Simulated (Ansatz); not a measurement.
`NN[SiH3]` → `[NH]N`• + `[SiH3]`• at 298.15 K and 1 bar (homolysis of the N–Si bond).

Computed with Ansatz on PBE0-D4/def2-TZVP structures; ΔE is electronic, products minus reactants. CCSD(T)/CBS is the MP2 limit (def2-TZVPP, def2-QZVPP) plus CCSD(T) − MP2 in def2-TZVPP, frozen cores. This one scheme is used for every species. No spin–orbit coupling; open shells (•) take unrestricted orbitals. Each species was taken in one conformer, which may not be the lowest.

| species | CCSD(T)/CBS energy (Eh) | H − E (kJ/mol) | S (J/(mol·K)) |
| --- | --- | --- | --- |
| `NN[SiH3]` | -402.05945 | 195.6 | 302.3 |
| `[NH]N`• | -111.12028 | 115.3 | 237.3 |
| `[SiH3]`• | -290.80808 | 66.0 | 217.1 |

H − E and S are ideal-gas, rigid-rotor, harmonic terms from PBE0-D4/def2-TZVP, for one conformer and one mirror image of each species, with the whole ground term of open shells counted as degenerate. 1 Eh = 2625.50 kJ/mol, R = 8.31446 J/(mol·K).

**Question.** By hand: ΔE, ΔH, ΔS and ΔG.

**Answer.** ΔE = (-111.12028) + (-290.80808) − (-402.05945) = 0.13109 Eh = 344.2 kJ/mol. Δ(H − E) = 115.3 + 66.0 − 195.6 = -14.3, so ΔH = 329.9 kJ/mol. ΔS = 237.3 + 217.1 − 302.3 = 152.1 J/(mol·K). ΔG = 329.9 − 298.15 × (152.1)/1000 = 284.6 kJ/mol.

**Question.** By hand: the equilibrium constant, and the temperature at which ΔG would vanish if ΔH and ΔS stayed fixed.

**Answer.** log₁₀ K = −ΔG/(RT ln 10) = -49.9. ΔG = 0 at ΔH/ΔS = 2169 K.

The number of gas molecules changes by +1, which sets the sign of ΔS. A doubt of 5 kJ/mol in ΔE shifts log₁₀ K by 0.9 here. Other conformers and mirror images would add mixing entropy, several J/(mol·K) or more a flexible species. These are equilibria of isolated gas molecules and say nothing of rates. Largest T1 diagnostic: 0.021 (customary marks: 0.02 for closed shells, 0.045 for open ones).
